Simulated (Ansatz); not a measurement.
# C3H3F3: the cost of one run

All numbers are computed with Ansatz 0.2.0, driven from Python. Level of theory: MP2/def2-SVP.

## (1) The structure

The script builds its own geometries from the SMILES F/C=C(/F)CF.

No structure file is read: the coordinates are typed or built in the script.

## (2) Script

Contents of c3h3f3_conformers.py:

```python
'''Rank force-field conformers of C3H3F3 by single points.'''

from dataclasses import dataclass

import ansatz
from rdkit import Chem
from rdkit.Chem import AllChem


@dataclass(frozen=True)
class RunConfig:
    basis_set: str = 'def2-SVP'
    level: str = 'mp2'


cfg = RunConfig()


def main() -> None:
    rd = Chem.AddHs(Chem.MolFromSmiles('F/C=C(/F)CF'))
    ids = list(AllChem.EmbedMultipleConfs(rd, numConfs=20, randomSeed=851, pruneRmsThresh=0.4))
    field = [energy for _, energy in AllChem.MMFFOptimizeMoleculeConfs(rd)]
    distinct = {round(e, 2): i for i, e in zip(ids, field)}
    chosen = sorted(distinct.items())[:3]
    found = []
    for force_field, index in chosen:
        molecule = ansatz.Crystal.molecule()
        for atom, xyz in zip(rd.GetAtoms(), rd.GetConformer(index).GetPositions()):
            molecule = molecule.atom(atom.GetSymbol(), xyz.round(5).tolist())
        model = molecule.calculation().basis(gaussian=cfg.basis_set).correlation(cfg.level)
        found.append(model.run().report['free_energy_ev'])
    print('conformer   MMFF (kcal/mol)   this level (kJ/mol)')
    for (force_field, index), e in zip(chosen, found):
        print(f'{index:9d} {force_field - chosen[0][0]:17.2f} {96.485332 * (e - min(found)):17.3f}')


if __name__ == '__main__':
    main()
```

## (3) The calls as engine input

The package turns the script's settings into the engine's input (first run):

```yaml
crystal:
  periodic: [false, false, false]
  atoms:
    - { symbol: F, position_ang: [1.36912, 1.32618, -0.82634] }
    - { symbol: C, position_ang: [1.36572, 0.13409, -0.20278] }
    - { symbol: C, position_ang: [0.24177, -0.46105, 0.19551] }
    - { symbol: F, position_ang: [0.35056, -1.6669, 0.80035] }
    - { symbol: C, position_ang: [-1.12033, 0.11457, 0.00285] }
    - { symbol: F, position_ang: [-1.73721, 0.29562, 1.20371] }
    - { symbol: H, position_ang: [2.3658, -0.25426, -0.0804] }
    - { symbol: H, position_ang: [-1.09914, 1.08257, -0.50642] }
    - { symbol: H, position_ang: [-1.7363, -0.57082, -0.58647] }
basis:
  gaussian:
    orbitals: def2-SVP
correlation:
  method: mp2
```

## (4) Launch

On the command line:

```sh
$ python c3h3f3_conformers.py
```

Q: Estimate wall time and peak memory on 1 thread of Arm Neoverse V1, shared host.

About 4.2 s, with a peak of 0.3 GiB.
